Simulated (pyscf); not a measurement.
## Insertion: InH [singlet] + HCl -> Cl–InH₂

Gas phase, singlet surface, charge 0. Bonds broken: Cl3–H4. Bonds formed: In1–Cl3, In1–H4. Optimised with ωB97X-D3(BJ)/def2-SVP in PySCF. Correlated levels are frozen-core, on RHF or UHF. ΔMP2 is the change of the MP2 total energy from the triple- to the quadruple-zeta basis.

Transition state (Å):

```xyz
4

In     0.3132     0.6302    -1.0839
H      1.9197     1.2172    -1.3627
Cl    -0.1132     0.0775     1.5134
H     -0.9606     0.0279     0.0069
```

One imaginary mode, 1180i cm⁻¹; descent along it reached the two sides named, in the forms told below.

| bond | change | reactant side (Å) | saddle | product side |
|---|---|---|---|---|
| Cl3–H4 | breaks | 1.286 | 1.729 | 3.4 |
| In1–Cl3 | forms | 3.1 | 2.7 | 2.353 |
| In1–H4 | forms | 3.5 | 1.782 | 1.709 |

Electronic energies relative to the separated reactants (kcal/mol):

| level | barrier | reaction energy | reverse barrier |
|---|---|---|---|
| ωB97X-D3(BJ)/def2-TZVP | 14.1 | -37.0 | 51.0 |
| PBE/def2-TZVP | 7.4 | -27.7 | 35.0 |
| r²SCAN/def2-TZVP | 7.1 | -33.1 | 40.3 |
| B3LYP-D3(BJ)/def2-TZVP | 13.7 | -26.8 | 40.5 |
| PBE0-D3(BJ)/def2-TZVP | 11.2 | -31.1 | 42.3 |
| M06-2X/def2-TZVP | 14.8 | -32.2 | 47.0 |
| ωB97M-D3(BJ)/def2-TZVP | 17.7 | -30.0 | 47.7 |
| HF/def2-TZVP | 33.0 | -29.5 | 62.5 |
| MP2/def2-QZVPP | 14.6 | -30.0 | 44.6 |
| CCSD/def2-TZVPP | 21.6 | -27.9 | 49.5 |
| CCSD(T)/def2-TZVPP | 17.9 | -28.7 | 46.6 |
| CCSD(T)/def2-TZVPP + ΔMP2(QZVPP) | 16.2 | -29.3 | 45.5 |

With CCSD(T)/def2-TZVPP + ΔMP2(QZVPP) energies and thermal terms (ideal gas, 1 atm, RRHO with modes under 100 cm⁻¹ raised to 100, one conformer, R ln 2 for chiral ones without a mode under 150 cm⁻¹), in kcal/mol:

| T (K) | ΔH‡ | ΔG‡ | ΔH | ΔG |
|---|---|---|---|---|
| 298 | 15.2 | 23.2 | -28.7 | -20.2 |
| 600 | 14.9 | 31.4 | -28.6 | -11.6 |
| 900 | 15.0 | 39.6 | -28.1 | -3.2 |
| 1200 | 15.1 | 47.8 | -27.5 | +5.0 |

On the reactant side the descent ends in a complex, 5.2 kcal/mol under the separated species and 19.3 kcal/mol under the saddle at ωB97X-D3(BJ)/def2-TZVP. One saddle was located; it need not be the lowest between these sides. The CCSD(T) − MP2 part came from Ansatz, without density fitting, on the same reference. The frozen core leaves the outer d or s,p core shells of the metals and heavy elements correlated in the MP2 and CC values, and def2-TZVPP describes them poorly, which can shift differences by a few kcal/mol. Elements past Kr carry the def2 core potentials, without spin-orbit coupling.
